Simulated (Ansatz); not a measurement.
Reaction (isomerisation): `C1N[SiH2]1` → `C[Si]N`

Gas-phase electronic energies from Ansatz, PBE0-D4/def2-TZVP geometries. CCSD(T)/CBS adds triple-zeta CCSD(T) − MP2 to the extrapolated MP2 energy (def2 sets, frozen cores). DFT in def2-TZVPP. HSE06 is defined as in plane-wave codes. Each species was taken in one conformer, which may not be the lowest.

| level | ΔE (kJ/mol) | difference from CCSD(T)/CBS |
| --- | --- | --- |
| revPBE-D4 | -109.0 | 6.4 |
| HSE06-D4 | -107.4 | 8.0 |
| CAM-B3LYP-D4 | -116.2 | -0.8 |
| ωB97X-V | -103.5 | 11.9 |
| r2SCAN0 | -104.0 | 11.4 |
| LC-ωPBE | -96.6 | 18.8 |
| RPA@PBE/def2-TZVPP | -114.7 | 0.7 |
| MP2/def2-SVP | -112.9 | 2.5 |
| HF/def2-TZVPP | -120.1 | -4.7 |
| MP2/def2-QZVPP | -106.9 | 8.5 |
| CCSD(T)/CBS | -115.4 | 0 |

Largest T1 diagnostic among the species: 0.013.

At CCSD(T), def2-SVP lies −5.0 kJ/mol from the extrapolated value and def2-TZVPP −0.8 kJ/mol. In def2-TZVPP, CCSD(T) changes the Hartree–Fock value by +3.9 kJ/mol (the triples alone add +2.2 kJ/mol) and MP2 by +12.5 kJ/mol.
